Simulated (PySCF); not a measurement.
**Bond length, frequency and bond energy of MgCl by level of theory**

State: ²Σ⁺ (doublet), unpaired electrons σ ↑. Set-up: basis Mg pcseg-1, Cl pcseg-1; no relativity; PySCF 2.14. De refers to Mg + Cl in their high-spin ground configurations, without counterpoise correction. The functionals are run spin-unrestricted. A positive dipole means Mg(−)Cl(+).

| Level | Re (Å) | ωe (cm⁻¹) | De (eV) | μ (D) |
| --- | --- | --- | --- | --- |
| UHF | 2.281 | 417 | 2.53 | -5.24 |
| UHF-MP2 | 2.283 | 417 | 2.99 | n/a |
| UHF-SCS-MP2 | 2.286 | 415 | 2.81 | n/a |
| UHF-CCSD | 2.286 | 414 | 2.54 | n/a |
| UHF-CCSD(T) | 2.287 | 413 | 2.58 | n/a |
| PBE | 2.284 | 403 | 3.05 | -4.48 |
| BLYP | 2.295 | 394 | 2.79 | -4.52 |
| r²SCAN | 2.270 | 417 | 3.31 | -4.68 |
| M06-L | 2.266 | 417 | 3.16 | -4.73 |
| PBE0 | 2.271 | 415 | 3.04 | -4.71 |
| M06-2X | 2.267 | 412 | 2.95 | -4.78 |

Question: Which functional lies closest to UHF-CCSD(T) in De, which farthest, and by how much do they differ from it?

Answer: Closest is BLYP (+0.8 pm in Re, -4.6 % in ωe, +0.21 eV in De against UHF-CCSD(T) in the same basis), farthest r²SCAN (-1.7 pm in Re, +1.0 % in ωe, +0.73 eV in De). CCSD(T) converges more slowly with the basis than the functionals do and binds too weakly in this one, so the order can change at the basis-set limit.

Question: What does all correlation do here, going from UHF to UHF-CCSD(T)?

Answer: UHF-CCSD(T) less UHF: +0.6 pm in Re, -1.0 % in ωe, +0.05 eV in De. Correlation nearly always deepens the well. The bond lengthens, as in strong covalent bonds, where excitations into antibonding orbitals dominate.

Correlated steps freeze 6 core orbitals. Correlated levels converge slowly with the basis: in double zeta they bind strong bonds too weakly, by up to about 1 eV, and carry superposition errors of some tenths. The state was picked by a PBE0 search and need not be the measured ground state.
